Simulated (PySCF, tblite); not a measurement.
A complex of Li+, 2 × carbon dioxide and water

A gas-phase complex of Li+, 2 × carbon dioxide and water; charge +1, singlet. The structure comes from a short search (6 tight-binding starts) and was relaxed by PBE0-D3(BJ)/def2-SVPD; another way of binding may lie lower. No frequency run checks that it is a minimum.

Parts: 1 = Li+ ([Li+]), atoms 1, charge +1; 2 = carbon dioxide (O=C=O), atoms 2–4; 3 = water (O), atoms 5–7; 4 = carbon dioxide (O=C=O), atoms 8–10.

```xyz
10

Li   -1.503   -1.600    1.163
O    -0.143   -1.249    2.499
C     0.682   -1.067    3.311
O     1.488   -0.889    4.105
O    -1.786   -0.435   -0.268
H    -1.327    0.395   -0.438
H    -2.419   -0.542   -0.986
O    -3.704   -5.200    1.711
C    -3.122   -4.227    1.552
O    -2.527   -3.231    1.389
```
(Å; atoms numbered from 1)

```
  contact  kind (by geometry)  distance (Å)  angle (°)
 Li1···O5         ion contact         1.867          -
Li1···O10         ion contact         1.938          -
 Li1···O2         ion contact         1.939          -
```

Interaction energies are complex less parts, with the parts frozen as they stand in it; counterpoise-corrected, in kcal/mol (PySCF).

Question: How strongly do the parts interact, level by level?

Answer: 
```json
{"level": "wB97M-D3(BJ)/def2-SVPD", "interaction": "-66.23", "superposition error removed": "-1.71"}
{"level": "PBE0-D3(BJ)/def2-SVPD", "interaction": "-66.61", "superposition error removed": "-1.80"}
```

Question: What holds them together? Decompose the wB97M-D3(BJ)/def2-SVPD energy: frozen parts, their antisymmetrised product, then relaxation.

Answer: electrostatic -54.6, Pauli repulsion +20.8, orbital relaxation -32.1, dispersion correction -2.1 kcal/mol, which sum to the value before the counterpoise correction; the Pauli term holds the exchange-correlation of the frozen density too. Of the attraction, 62 % is electrostatic, 36 % is orbital relaxation, 2 % is dispersion correction.

The parts were also relaxed and run alone, at the levels used for the complex: shieldings by PBE0/pcSseg-1; core levels by delta-SCF with SCAN, pcX-2 on the ionised atom and pcseg-1 elsewhere, spin-free X2C.

Values alone: shielding of Li1 (ppm): 95.2; shielding of O5 (ppm): 335.3; shielding of O10 (ppm): 209.6; O5 1s core level (eV): 539.76; O10 1s core level (eV): 541.30.

Question: What does binding change?

Answer: 
| property | alone | in the complex | change |
| --- | --- | --- | --- |
| shielding of Li1 (ppm) | 95.2 | 93.3 | -1.9 |
| shielding of O5 (ppm) | 335.3 | 332.2 | -3.1 |
| shielding of O10 (ppm) | 209.6 | 244.7 | +35.1 |
| O5 1s core level (eV) | 539.76 | 545.52 | +5.77 |
| O10 1s core level (eV) | 541.30 | 545.97 | +4.67 |
